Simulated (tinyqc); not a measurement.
Inside a calculation. Method: UKS/BLYP in the sto-6g basis, for H2O, spin multiplicity 3. One step of it, computed by the program tinyqc.

Question. Iteration 2: diagonalisation and new density. Diagonalise F' = X^T F X, C = X C', fill 6 alpha and 4 beta electrons from the bottom; D(s) = C_occ C_occ^T. Each column has its largest component positive (the first on a tie).

extrapolated F(alpha) (hartree), lower triangle:
```
             1O 1s      1O 2s     1O 2px     1O 2py     1O 2pz      2H 1s      3H 1s
1O 1s   -19.012957
1O 2s    -4.647308  -2.011524
1O 2px    0.000000   0.000000  -0.328243
1O 2py    0.000000   0.000000   0.000000  -0.322051
1O 2pz   -0.009584  -0.084406   0.000000   0.000000  -0.317157
2H 1s    -0.792101  -0.613020   0.000000  -0.199702  -0.211919  -0.307407
3H 1s    -0.792101  -0.613020   0.000000   0.199702  -0.211919  -0.222220  -0.307407
```

extrapolated F(beta) (hartree), lower triangle:
```
             1O 1s      1O 2s     1O 2px     1O 2py     1O 2pz      2H 1s      3H 1s
1O 1s   -18.988751
1O 2s    -4.630320  -1.922994
1O 2px    0.000000   0.000000  -0.173440
1O 2py    0.000000   0.000000   0.000000  -0.280863
1O 2pz   -0.005999  -0.067418   0.000000   0.000000  -0.247626
2H 1s    -0.789319  -0.589579   0.000000  -0.190116  -0.197824  -0.238448
3H 1s    -0.789319  -0.589579   0.000000   0.190116  -0.197824  -0.212055  -0.238448
```

X:
```
                1          2          3         4          5          6         7
1O 1s   -0.330483   0.000000   0.734185  0.000000   0.623718   0.000000  0.161083
1O 2s    1.022859   0.000000  -0.323978  0.000000   0.340458   0.000000  0.422276
1O 2px   0.000000   0.000000   0.000000  1.000000   0.000000   0.000000  0.000000
1O 2py   0.000000   0.812017   0.000000  0.000000   0.000000   0.722522  0.000000
1O 2pz   0.537754   0.000000   0.659576  0.000000  -0.598654   0.000000  0.227698
2H 1s   -0.646125  -0.788353  -0.169727  0.000000  -0.139149   0.372105  0.387804
3H 1s   -0.646125   0.788353  -0.169727  0.000000  -0.139149  -0.372105  0.387804
```

Give: F' = X^T F X; orbital energies; coefficients C; F' = X^T F X; orbital energies; coefficients C; D(alpha) after iteration 2; D(beta) after iteration 2.

Answer.

F' = X^T F X (alpha) (hartree), lower triangle:
```
         1        2        3        4        5        6        7
1  -0.4240
2   0.0000   0.1931
3   1.8578   0.0000  -8.0357
4   0.0000   0.0000   0.0000  -0.3282
5   1.6922   0.0000  -8.3011   0.0000  -9.3754
6   0.0000  -0.0321   0.0000   0.0000   0.0000  -0.4065
7   0.4039   0.0000  -3.4273   0.0000  -3.8892   0.0000  -2.3513
```

orbital energies (alpha) (hartree): MO1 -19.0171, MO2 -0.9477, MO3 -0.4082, MO4 -0.3569, MO5 -0.3282, MO6 0.1354, MO7 0.1948

coefficients C (alpha):
```
            MO1      MO2      MO3      MO4     MO5      MO6      MO7
1O 1s    0.9961  -0.2380   0.0000   0.0741  0.0000   0.0944   0.0000
1O 2s    0.0177   0.9419   0.0000  -0.3899  0.0000  -0.6371   0.0000
1O 2px   0.0000   0.0000   0.0000   0.0000  1.0000   0.0000   0.0000
1O 2py   0.0000   0.0000   0.7648   0.0000  0.0000   0.0000  -0.7723
1O 2pz   0.0023   0.1200   0.0000   0.8121  0.0000  -0.6786   0.0000
2H 1s   -0.0038   0.0840   0.3295   0.2507  0.0000   0.7390   0.8071
3H 1s   -0.0038   0.0840  -0.3295   0.2507  0.0000   0.7390  -0.8071
```

F' = X^T F X (beta) (hartree), lower triangle:
```
         1        2        3        4        5        6        7
1  -0.3158
2   0.0000   0.2688
3   1.8731   0.0000  -7.9929
4   0.0000   0.0000   0.0000  -0.1734
5   1.7032   0.0000  -8.3171   0.0000  -9.3309
6   0.0000  -0.0476   0.0000   0.0000   0.0000  -0.3584
7   0.4242   0.0000  -3.4294   0.0000  -3.8923   0.0000  -2.2806
```

orbital energies (beta) (hartree): MO1 -18.9925, MO2 -0.8626, MO3 -0.3620, MO4 -0.2963, MO5 -0.1734, MO6 0.2311, MO7 0.2724

coefficients C (beta):
```
            MO1      MO2      MO3      MO4     MO5      MO6      MO7
1O 1s    0.9963  -0.2354   0.0000   0.0728  0.0000   0.0997   0.0000
1O 2s    0.0168   0.9284   0.0000  -0.3855  0.0000  -0.6593   0.0000
1O 2px   0.0000   0.0000   0.0000   0.0000  1.0000   0.0000   0.0000
1O 2py   0.0000   0.0000   0.7816   0.0000  0.0000   0.0000  -0.7553
1O 2pz   0.0020   0.0983   0.0000   0.8115  0.0000  -0.6829   0.0000
2H 1s   -0.0036   0.1006   0.3117   0.2527  0.0000   0.7362   0.8141
3H 1s   -0.0036   0.1006  -0.3117   0.2527  0.0000   0.7362  -0.8141
```

D(alpha) after iteration 2, lower triangle:
```
          1O 1s    1O 2s  1O 2px   1O 2py   1O 2pz   2H 1s   3H 1s
1O 1s    1.0632
1O 2s   -0.2955   1.4454
1O 2px   0.0000   0.0000  1.0000
1O 2py   0.0000   0.0000  0.0000   0.5850
1O 2pz  -0.0302   0.2287  0.0000   0.0000   1.1345
2H 1s    0.0646  -0.4895  0.0000   0.2520  -0.2878  0.7246
3H 1s    0.0646  -0.4895  0.0000  -0.2520  -0.2878  0.5075  0.7246
```

D(beta) after iteration 2, lower triangle:
```
          1O 1s    1O 2s  1O 2px   1O 2py  1O 2pz    2H 1s   3H 1s
1O 1s    1.0533
1O 2s   -0.2298   1.0108
1O 2px   0.0000   0.0000  0.0000
1O 2py   0.0000   0.0000  0.0000   0.6109
1O 2pz   0.0379  -0.2215  0.0000   0.0000  0.6681
2H 1s   -0.0088  -0.0041  0.0000   0.2436  0.2150   0.1712
3H 1s   -0.0088  -0.0041  0.0000  -0.2436  0.2150  -0.0232  0.1712
```
